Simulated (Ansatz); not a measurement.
**C2H2OS (SMILES C=C1OS1): functionals against CCSD(T) at one geometry**

The atoms stand at a structure displaced at random from a GFN2-xTB minimum. How far do the functionals agree with CCSD(T) there?

Method: single points in def2-TZVPP; program: Ansatz 0.2.0, Gaussian basis.

Cores are frozen in the correlated methods.

### Step 1. The system as given

SMILES `C=C1OS1`, 6 atoms, charge 0, spin multiplicity 1.

Atoms are counted from 1 here; the program's logs count them from 0.

Bond lengths: C1–C2 1.218 Å, C1–H5 1.070 Å, C1–H6 0.993 Å, C2–O3 1.358 Å, C2–S4 1.738 Å, O3–S4 1.589 Å. Angles: C2–C1–H5 125.6°, C2–C1–H6 120.9°, H5–C1–H6 112.6°, C1–C2–O3 146.3°, C1–C2–S4 153.2°, O3–C2–S4 60.3°, C2–O3–S4 71.8°, C2–S4–O3 47.9°.

Geometry (Å):

```xyz
6
charge 0, multiplicity 1
C     0.4016    0.5940    0.4118
C    -0.2714   -0.2413   -0.1647
O    -0.7501   -1.5124   -0.1519
S    -1.1705   -0.8373   -1.5280
H     0.9280    0.4427    1.3311
H     0.6480    1.4472   -0.0331
```

### Step 2. CCSD(T)/def2-TZVPP

run/in.yaml reads:

```yaml
crystal:
  periodic: [false, false, false]
  atoms:
    - {symbol: C, position_ang: [0.401600, 0.594000, 0.411800]}
    - {symbol: C, position_ang: [-0.271400, -0.241300, -0.164700]}
    - {symbol: O, position_ang: [-0.750100, -1.512400, -0.151900]}
    - {symbol: S, position_ang: [-1.170500, -0.837300, -1.528000]}
    - {symbol: H, position_ang: [0.928000, 0.442700, 1.331100]}
    - {symbol: H, position_ang: [0.648000, 1.447200, -0.033100]}
basis:
  gaussian: {orbitals: def2-TZVPP}
correlation: {method: ccsd_t}
output: {forces: true}
```

The command line of these runs was not kept.

### Step 3. PBE0-D4/def2-TZVPP

Edit run/in.yaml of step 2 so:

```diff
@@ -11,3 +11,3 @@
   gaussian: {orbitals: def2-TZVPP}
-correlation: {method: ccsd_t}
-output: {forces: true}
+hamiltonian: {xc: pbe0, dispersion: d4}
+output: {forces: true, orbitals: {seedname: orbitals}}
```

### Step 4. wB97M-V/def2-TZVPP

Edit run/in.yaml of step 3 so:

```diff
@@ -11,3 +11,3 @@
   gaussian: {orbitals: def2-TZVPP}
-hamiltonian: {xc: pbe0, dispersion: d4}
-output: {forces: true, orbitals: {seedname: orbitals}}
+hamiltonian: {xc: {name: wB97M-V}}
+output: {forces: true}
```

### Step 5. r2SCAN-D4/def2-TZVPP

Edit run/in.yaml of step 4 so:

```diff
@@ -11,3 +11,3 @@
   gaussian: {orbitals: def2-TZVPP}
-hamiltonian: {xc: {name: wB97M-V}}
+hamiltonian: {xc: r2scan, dispersion: d4}
 output: {forces: true}
```

### Step 6. PBE-D4/def2-TZVPP

Edit run/in.yaml of step 5 so:

```diff
@@ -11,3 +11,3 @@
   gaussian: {orbitals: def2-TZVPP}
-hamiltonian: {xc: r2scan, dispersion: d4}
+hamiltonian: {xc: pbe, dispersion: d4}
 output: {forces: true}
```

### Step 7. CAM-B3LYP-D4/def2-TZVPP

Edit run/in.yaml of step 6 so:

```diff
@@ -11,3 +11,3 @@
   gaussian: {orbitals: def2-TZVPP}
-hamiltonian: {xc: pbe, dispersion: d4}
+hamiltonian: {xc: {name: CAM-B3LYP}, dispersion: d4}
 output: {forces: true}
```

### Step 8. revPBE-D4/def2-TZVPP

Edit run/in.yaml of step 7 so:

```diff
@@ -11,3 +11,3 @@
   gaussian: {orbitals: def2-TZVPP}
-hamiltonian: {xc: {name: CAM-B3LYP}, dispersion: d4}
+hamiltonian: {xc: {name: revPBE}, dispersion: d4}
 output: {forces: true}
```

(Steps that only read results are left out.)

**Question.** What will these runs give? Wanted: energy less free atoms, CCSD(T)/def2-TZVPP; RMS force component; RMS force error; HOMO and LUMO, PBE0-D4; T1 diagnostic.

As calculated:

| quantity | value |
| --- | --- |
| energy less free atoms, CCSD(T)/def2-TZVPP | -2118.6 kJ/mol |
| RMS force component | 3.103 to 3.423 eV/Å over the methods |
| RMS force error | PBE0-D4 0.340, wB97M-V 0.290, r2SCAN-D4 0.246, PBE-D4 0.247, CAM-B3LYP-D4 0.392, revPBE-D4 0.259 eV/Å |
| HOMO and LUMO, PBE0-D4 | -6.53 and -1.36 eV |
| T1 diagnostic | 0.014 |

Against CCSD(T) the functionals' energies less atoms differ by -225.2 to -98.9 kJ/mol, PBE-D4 by -225.2 kJ/mol. CCSD(T) in triple zeta still lacks some correlation energy of the bonds, so part of these gaps is its own basis error and they don't rank the functionals. For forces r2SCAN-D4 does best and CAM-B3LYP-D4 worst. Frozen-core CCSD(T) forces in triple zeta carry basis errors of their own, and this is one geometry, so small gaps rank nothing.
